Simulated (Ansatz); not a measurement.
**C₃H₅FO: up Jacob's ladder to CCSD(T)**

The task here is to estimate one member of a computed series from the others.

Computed with Ansatz 0.2.0, Gaussian basis. Level: functionals in def2-TZVPP, the program's frozen cores in correlated methods.

The runs, in order: PBE-D4, r2SCAN-D4, PBE0-D4, B3LYP-D4, ωB97X-V, ωB97M-V, B2PLYP; CCSD(T)/def2-TZVPP; MP2/def2-QZVPP; extrapolation to the limit.

## The relaxed structure

An earlier PBE0-D4 in a triple-zeta def2 set relaxation fixed the geometry.

SMILES `OC1(F)CC1`, 10 atoms, charge 0, spin multiplicity 1.

Atoms are counted from 1 here; the program's logs count them from 0.

Bond lengths: O1–C2 1.361 Å, O1–H6 0.963 Å, C2–F3 1.368 Å, C2–C4 1.470 Å, C2–C5 1.481 Å, C4–C5 1.529 Å, C4–H7 1.082 Å, C4–H8 1.082 Å, C5–H9 1.083 Å, C5–H10 1.082 Å. Angles: C2–O1–H6 108.6°, O1–C2–F3 112.0°, O1–C2–C4 118.8°, O1–C2–C5 122.3°, F3–C2–C4 117.0°, F3–C2–C5 116.1°, C4–C2–C5 62.4°, C2–C4–C5 59.2°, C2–C4–H7 117.3°, C2–C4–H8 117.4°, C5–C4–H7 117.1°, C5–C4–H8 117.9°, H7–C4–H8 116.1°, C2–C5–C4 58.4°, C2–C5–H9 117.8°, C2–C5–H10 117.7°, C4–C5–H9 117.5°, C4–C5–H10 117.2° and more.

Set-up of the first run:

in.yaml reads:

```yaml
crystal:
  periodic: [false, false, false]
  atoms:
    - {symbol: O, position_ang: [-1.281352, 0.501402, 1.014797]}
    - {symbol: C, position_ang: [-0.035975, 0.159147, 0.585686]}
    - {symbol: F, position_ang: [0.916305, 0.381851, 1.542866]}
    - {symbol: C, position_ang: [0.121625, -1.043131, -0.245118]}
    - {symbol: C, position_ang: [0.396641, 0.347242, -0.818565]}
    - {symbol: H, position_ang: [-1.341235, 1.462264, 1.047422]}
    - {symbol: H, position_ang: [0.978825, -1.673148, -0.047657]}
    - {symbol: H, position_ang: [-0.779443, -1.551513, -0.561836]}
    - {symbol: H, position_ang: [-0.323042, 0.750975, -1.519465]}
    - {symbol: H, position_ang: [1.430752, 0.613611, -0.995231]}
basis:
  gaussian: {orbitals: def2-TZVPP}
hamiltonian: {xc: pbe, dispersion: d4}
output: {forces: true, orbitals: {seedname: orbitals}}
```

Command:

```console
> ansatz run in.yaml --threads 4 --pin off --events-out ev --progress --plain --max-ram 10444MiB
```

Steps of the session up to this table: PBE-D4 (GGA); r2SCAN-D4 (meta-GGA); PBE0-D4 (hybrid); B3LYP-D4 (hybrid); ωB97X-V (range-separated); ωB97M-V (range-separated); B2PLYP (double hybrid); CCSD(T) in def2-TZVPP; MP2 in def2-QZVPP.

One table of the session follows, with a row left open; its other results are not shown here.

| method | atomisation energy (eV) |
| --- | --- |
| PBE-D4 | 43.359 |
| r2SCAN-D4 | 42.153 |
| PBE0-D4 | 42.327 |
| B3LYP-D4 | 41.808 |
| ωB97X-V | 42.077 |
| ωB97M-V | 42.121 |
| B2PLYP | 41.480 |
| HF/def2-TZVPP | ? |
| MP2/def2-TZVPP | 41.898 |
| CCSD/def2-TZVPP | 40.119 |
| CCSD(T)/def2-TZVPP | 40.820 |
| MP2/CBS | 42.960 |
| CCSD(T)/CBS | 41.881 |

Q: Estimate the row for HF/def2-TZVPP from the others.

**Answer.** atomisation energy (eV): 29.768. In the column «atomisation energy (eV)» it is the lowest.
